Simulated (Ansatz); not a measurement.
Process, species as SMILES: [N]=O (N-O) → N atom + O atom
B3LYP-D3(BJ)/def2-TZVP geometries, fixed; electronic energies without zero-point terms.
Largest species:
```xyz
2

N      0.0000     0.0000    -0.6106
O      0.0000     0.0000     0.5343
```
Charge 0, spin multiplicity 2.

Energies in hartree at PBE with Ansatz (a program for electronic structure); the atomisation energy is their sum with the coefficients shown, times 627.509 kcal/mol a hartree. All functions are spherical. Open shells are unrestricted. No added dispersion term, no relativity.

```tsv
species	coefficient	part	aug-cc-pVDZ	aug-cc-pVTZ	aug-cc-pVQZ
[N]=O (N-O)	-1	PBE	-129.78306	-129.81189	-129.82159
N atom	+1	PBE	-54.52260	-54.53120	-54.53422
O atom	+1	PBE	-74.99114	-75.00779	-75.01286
```

Task: Predict the atomisation energy in aug-cc-pV5Z (X = 5): let each PBE step shrink by the ratio of the last two. Compare with the run.

Result: 
- [N]=O (N-O): steps -0.02883 and -0.00970, ratio 0.336, so PBE -129.82485 (run: -129.82456).
- N atom: steps -0.00860 and -0.00302, ratio 0.351, so PBE -54.53528 (run: -54.53540).
- O atom: steps -0.01665 and -0.00507, ratio 0.305, so PBE -75.01441 (run: -75.01457).
Predicted 172.67 kcal/mol; the run in aug-cc-pV5Z gives 172.31, a miss of 0.36. Keeping the value in aug-cc-pVQZ, 172.26, would miss by -0.05. All sums are of the energies as printed.
